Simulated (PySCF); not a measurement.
C₄H₇FO.
SMILES: `CC[C@@H](F)C=O`

Vertical excitations from PySCF (density fitting, frozen core in the response, grid level 2 and gas phase unless stated; continuum runs use non-equilibrium linear response for the excitations) on a GFN2-xTB geometry. Reference run:

```
                              settings    S1, eV (f)    S2, eV (f)    S3, eV (f)    S4, eV (f)    S5, eV (f)    S6, eV (f)  T1, eV (Tamm–Dancoff)  mean α (au)
PBE0/def2-SVPD, full TDDFT, 6 singlets  4.20 (0.000)  7.23 (0.054)  7.68 (0.007)  7.77 (0.000)  7.82 (0.016)  7.84 (0.034)                   3.56         53.0
```

Problem. What do these settings give: KT3/def2-SVPD, full TDDFT, 12 singlets?

Solution. 
| settings | S1, eV (f) | S2, eV (f) | S3, eV (f) | S4, eV (f) | S5, eV (f) | S6, eV (f) | T1, eV (Tamm–Dancoff) | mean α (au) |
| --- | --- | --- | --- | --- | --- | --- | --- | --- |
| KT3/def2-SVPD, full TDDFT, 12 singlets | 4.19 (0.001) | 6.17 (0.028) | 6.37 (0.018) | 6.55 (0.001) | 6.84 (0.011) | 6.89 (0.010) | 3.60 | 54.8 |

S1 moves by -0.01 eV (KT3 has no exact exchange, PBE0 25 % exact exchange). States are counted by energy in each run and needn't keep their character from row to row.

KT3 was designed for NMR shieldings or shifts; total energies of different functionals aren't comparable.

Problem. Give the leading configurations of S1 (H = HOMO, L = LUMO) and the HOMO–LUMO gap of each run.

Solution. 
```
                              settings  S1 configurations (weight)  S1 (eV)  orbital gap (eV)  S1 − gap (eV)
PBE0/def2-SVPD, full TDDFT, 6 singlets                    H→L 0.98     4.20              6.55          -2.35
KT3/def2-SVPD, full TDDFT, 12 singlets                    H→L 1.00     4.19              4.04          +0.15
```

The values belong to the conformer `[CH3:1][CH2:2][C@@H:3]([F:4])[CH:5]=[O:6]`: C1–C2–C3–F4 66°, C2–C3–C5–O6 56°.
